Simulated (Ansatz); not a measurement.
## How far each method lies from RCCSDT(Q) for BGe⁻, triplet

Geometry: that of the BGe⁻, singlet, kept fixed.

```xyz
2

Ge    0.0000    0.0000    0.0000
B     0.0000    0.0000    1.8406
```

Basis aug-cc-pVDZ; Ansatz 0.2.0. Only valence electrons are correlated (noble-gas cores and the filled d shells of p-block atoms frozen), which leaves 8 electrons in 44 orbitals. R marks a restricted (for open shells ROHF) determinant, U an unrestricted one. Active spaces: valence = (8e, 8o) chosen from the atoms' valence shells. No spin–orbit coupling is included, and no scalar relativity.

Full CI isn't at hand for all of this; RCCSDT(Q) serves as the reference, and is uncertain by about the last step of the cluster series. The frozen core follows each run's orbitals, which can shift R against U totals by a few meV for light atoms and by up to 0.1 eV past Ca.

For open shells CISD is restricted-active-space CI with the open shells as a complete middle space.

- UHF ⟨S²⟩: 2.322
- T1 diagnostic (RCCSD): 0.0496
- largest doubles amplitude (RCCSD): 0.095

```
   level  E − E(RHF) (eV)
    RMP2          -4.0033
   RCCSD          -4.6755
RCCSD(T)          -4.9824
```

(1) Estimate how far RCCSDT(Q) in aug-cc-pVDZ lies from RCCSD(T). The table doesn't fix it; the size of (T) and the diagnostics are the guide.

(1) RCCSDT(Q) in aug-cc-pVDZ lies 74 meV below RCCSD(T), which is 24 % of the (T) step (-307 meV). T1 is raised, but (T) still catches most of what CCSD lacks. The miss exceeds 1 kcal/mol.

The other levels:

| level | E − E(RCCSDT(Q)) (meV) | share of correlation (%) | wall time |
| --- | --- | --- | --- |
| CISD | 709 | 85.97 | 5.5 s |
| BCCD(T) | 71 | 98.59 | 17 s |
| RCCSDT | 26 | 99.49 | – |
| CASSCF (valence space) | 3171 | 37.28 | – |
| NEVPT2 (valence space) | 808 | 84.02 | 6 s |
| NEVPT4(SD) (valence space) | 101 | 98.01 | 7 s |
| MRCISD (valence space) | 272 | 94.62 | – |
| MRCISD+Q (valence space) | 21 | 99.59 | 7 s |

The correlation energy at RCCSDT(Q), counted from RHF, is -5.056 eV. That run took 53 s on 1 thread of AMD EPYC 7R13, shared host.

Run but not shown, since their state or frozen core can't be matched to the reference's or they repeat it: UHF, UMP2, UCCSD, UCCSD(T), UCCSDT, UCCSDT(Q).

Times hold each run's SCF and search for its determinant on a shared host, so for small cases they say little of a method's own cost; they ran on 1 thread of AMD EPYC 7R13.

Natural occupations of CASSCF (valence space) about the gap: 1.984 1.938 1.914 1.013 0.979 0.095 0.053 0.025; effectively unpaired electrons, Σ n²(2−n)², 2.09.
